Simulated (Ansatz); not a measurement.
**Other spins and charges of BNGe, triplet at one geometry**

Geometry (PBE0/def2-TZVP stationary point for this spin, not checked as a minimum):

```xyz
3

B     0.0000    0.0000   -1.4446
N     0.0000    0.0000   -0.1777
Ge    0.0000    0.0000    1.6223
```

Basis cc-pVTZ; Ansatz 0.2.0. Correlated methods freeze the noble-gas cores and the filled d shells of p-block atoms. Prefix R: restricted or restricted open-shell reference; prefix U: unrestricted. Active spaces: valence = (12e, 12o) chosen from the atoms' valence shells. No spin–orbit coupling is included, and no scalar relativity.

Gaps are energies of the second state less the first, at fixed atoms, for a selection of the levels run; each method lands on the state that its own search finds for that charge and spin.

Unrestricted rows (U, and Kohn–Sham where it breaks symmetry) aren't spin-pure: their determinants' ⟨S²⟩ exceeds S(S+1) by up to 0.13, so they mix in states of higher spin. A value is left out where its run failed or describes another state than the reference as far as symmetry and spin tell, or, spin-broken singlets apart, can't be checked.

Removing an electron, to the doublet: 6.724 eV at UCCSDT(Q).

```tsv
level	gap (eV)	error (meV)	⟨S²⟩ where 0.1 over S(S+1) (first / second)
UHF	6.268	-456	2.13 / –
UMP2	6.502	-222	2.13 / –
UCCSD(T)	6.707	-17	2.13 / –
CASSCF (valence space)	5.853	-871	– / –
NEVPT2 (valence space)	6.486	-238	– / –
r2SCAN	6.938	214	– / –
PBE0	6.832	108	– / –
B3LYP	6.782	58	– / –
wB97M-V	6.669	-55	– / –
RPA-PBE	6.954	230	– / –
```

Functionals correlate the shells that the reference freezes, so part of their error here is the reference's.

Full CI isn't at hand for all of this; UCCSDT(Q) serves as the reference, and is uncertain by about the last step of the cluster series. The frozen core follows each run's orbitals, which can shift R against U totals by a few meV for light atoms and by up to 0.1 eV past Ca.
